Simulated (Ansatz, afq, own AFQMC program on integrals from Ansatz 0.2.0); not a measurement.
AFQMC on a folder of integrals that Ansatz 0.2.0 wrote.

```yaml
crystal:
  periodic: [false, false, false]
  atoms:
    - {symbol: B, position_ang: [0.000000, 0.000000, 0.000000]}
    - {symbol: O, position_ang: [0.000000, 0.000000, 1.403204]}
basis:
  gaussian: {orbitals: cc-pVQZ}
magnetization: {spin_polarized: true, initial_magnetization: 1}
correlation: {method: ccsd_t, electrons: outside_noble_gas, hamiltonian_folder: ham}
```

```sh
$ ansatz run in.yaml --threads 1 --pin off --events-out ev --progress --plain --max-ram 24576MiB --backend cuda --devices 0, --max-vram 18GiB
```

afq runs on the folder ham with

```
--method phaseless --trial cisd --walkers 400 --populations 10 --least-time 60 --time-step 0.005 --steps-per-block 50 --equilibration-blocks 28 --max-blocks 4000 --target-error 0.00018 --factor-cut 1e-05 --start spin_pure --seed 7508 --release-times 0.24,0.51,0.99,1.62,2.4 --release-step 0.03 --release-every 3 --taylor-order 6
```

Times are imaginary, in 1/Eh. The walk had a cap of 238 s. With eight or more populations the least sampling time is a fifth of least-time, and the error comes from their spread.

Log:

```
orbitals 108  electrons 5 4  factors 687 of 687
reference energy -99.50412725 Eh
CCSD correlation -0.33393983 Eh in 16 cycles, weight of the determinant in the CISD state 0.8536
energy of the start -99.826210 Eh
 block  time / (1/Eh)  mean weight  energy / Eh
     1     0.250  1.0003  -99.836145
     2     0.500  0.9994  -99.844835
     3     0.750  1.0005  -99.850904
     4     1.000  0.9990  -99.851329
     5     1.250  0.9996  -99.856185
     7     1.750  1.0009  -99.859186
     9     2.250  1.0002  -99.857691
    13     3.250  0.9993  -99.860864
    37     9.250  0.9995  -99.863722
    61    15.250  1.0007  -99.855921
    85    21.250  1.0005  -99.852099
   109    27.250  0.9994  -99.867822
   133    33.250  1.0001  -99.856019
   157    39.250  1.0000  -99.855951
   181    45.250  1.0011  -99.860443
   205    51.250  1.0000  -99.859176
   229    57.250  1.0013  -99.868993
   253    63.250  1.0007  -99.853475
   277    69.250  0.9990  -99.858618
   301    75.250  1.0002  -99.853304
   325    81.250  1.0016  -99.849371
   349    87.250  1.0009  -99.855026
   373    93.250  0.9992  -99.848347
   397    99.250  0.9980  -99.855530
   421   105.250  1.0014  -99.855384
   445   111.250  1.0006  -99.856302
   469   117.250  1.0019  -99.863076
   481   120.250  0.9987  -99.862024
error from the spread of 10 populations
released: time / (1/Eh)  energy / Eh  error  mean overlap
  0.24  -99.860053  0.000288  0.9929
  0.51  -99.860401  0.000473  0.9889
  0.99  -99.861048  0.000330  0.9828
  1.62  -99.861523  0.000786  0.9754
  2.40  -99.862835  0.000725  0.9529
energy -99.858859 +/- 0.000425 Eh
(rows thinned)
```

The run passed its tests (sampling time, drift between the halves within three errors, error under three times the target), which doesn't prove that it has relaxed, ending at its cap on processor time.

Against this walk (error 11.6 meV) on the same determinant: CCSD(T) 0.6 meV lower (within the noise). The error is statistical and leaves out the bias of the constraint. The determinant has ⟨S²⟩ = 0.93, so the low cluster orders mix in higher spin (the high orders can go on to a lower state of that spin), while the walk starts as a pure doublet. None of these is a sure reference here. The released energies are still falling (meV from the phaseless value at times in 1/Eh: -32 ± 8 at 0.24, -42 ± 13 at 0.51, -60 ± 9 at 0.99, -72 ± 21 at 1.62, -108 ± 20 at 2.40), so they give no level; they do show a bias of the constraint, and the last of them that isn't too noisy lies 108 meV below CCSD(T).

Cautions: constraint bias not in the error; error above the target (11.6 against 4.9 meV); strong correlation (T1 0.052, weight of the determinant 0.85, largest double 0.06); (T) is large, 6 % of the CCSD correlation; unrestricted determinant spin contaminated (⟨S²⟩ 0.93 against 0.75); the bias of populations of 40 walkers isn't removed.

The walk took 4 min on 1 × NVIDIA H100 80GB HBM3 with 2 threads of AMD EPYC 7R13 Processor (Zen 3), on a shared host (the card was shared). The log's last line is the phaseless energy.

A walk keeps the symmetry of its determinant, which the program's search chose and which needn't be the lowest solution, so a lower state of the same spin and another symmetry isn't excluded.
